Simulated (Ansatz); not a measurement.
Total energies of CH6BN (`CBN`).

Cartesian coordinates in Å:
```
C -0.940 -0.584 -0.401
B 0.529 -0.250 0.037
N 0.886 1.003 0.525
H -1.326 -1.430 0.177
H -0.961 -0.909 -1.447
H -1.641 0.248 -0.292
H 1.400 -1.076 -0.035
H 1.821 1.236 0.811
H 0.232 1.762 0.624
```

The species carries charge 0 and has multiplicity 1. The geometry is a stationary point of PBE0-D4/def2-TZVP. It is one conformer, not always the lowest. Basis def2-TZVPP, the Gaussian-basis code of Ansatz.

RPA on PBE orbitals: Hartree–Fock energy of these orbitals -120.56744 Eh, correlation -0.85188 Eh (frozen core).

```json
{"functional": "LDA (SPW92)", "energy without D4 (Eh)": "-120.27063", "D4 term (kJ/mol)": "–"}
{"functional": "PBE", "energy without D4 (Eh)": "-121.24068", "D4 term (kJ/mol)": "-10.1"}
{"functional": "revPBE", "energy without D4 (Eh)": "-121.37696", "D4 term (kJ/mol)": "-37.1"}
{"functional": "BLYP", "energy without D4 (Eh)": "-121.35534", "D4 term (kJ/mol)": "-23.1"}
{"functional": "r2SCAN", "energy without D4 (Eh)": "-121.33844", "D4 term (kJ/mol)": "-2.5"}
{"functional": "B97M-V", "energy without D4 (Eh)": "-121.41817", "D4 term (kJ/mol)": "–"}
{"functional": "PBE0", "energy without D4 (Eh)": "-121.26215", "D4 term (kJ/mol)": "-8.4"}
{"functional": "B3LYP", "energy without D4 (Eh)": "-121.43077", "D4 term (kJ/mol)": "-16.2"}
{"functional": "r2SCANh", "energy without D4 (Eh)": "-121.33432", "D4 term (kJ/mol)": "-2.6"}
{"functional": "r2SCAN0", "energy without D4 (Eh)": "-121.32865", "D4 term (kJ/mol)": "-2.8"}
{"functional": "HSE06 (plane-wave form)", "energy without D4 (Eh)": "-121.25445", "D4 term (kJ/mol)": "-7.7"}
{"functional": "BHLYP", "energy without D4 (Eh)": "-121.34622", "D4 term (kJ/mol)": "-10.9"}
{"functional": "CAM-B3LYP", "energy without D4 (Eh)": "-121.35108", "D4 term (kJ/mol)": "-8.3"}
{"functional": "LC-ωPBE", "energy without D4 (Eh)": "-121.33937", "D4 term (kJ/mol)": "–"}
{"functional": "ωB97X-V", "energy without D4 (Eh)": "-121.37965", "D4 term (kJ/mol)": "–"}
{"functional": "ωB97M-V", "energy without D4 (Eh)": "-121.34784", "D4 term (kJ/mol)": "–"}
{"functional": "B2PLYP", "energy without D4 (Eh)": "-121.30448", "D4 term (kJ/mol)": "–"}
{"functional": "PBE-QIDH", "energy without D4 (Eh)": "-121.24575", "D4 term (kJ/mol)": "–"}
```

B3LYP takes the VWN-RPA correlation (the form of Gaussian; ORCA's B3LYP/G). HSE06 is the plane-wave form, built on full-range PBE exchange. The double hybrids freeze the cores in their second-order part.

LC-ωPBE has ω = 0.4 bohr⁻¹.
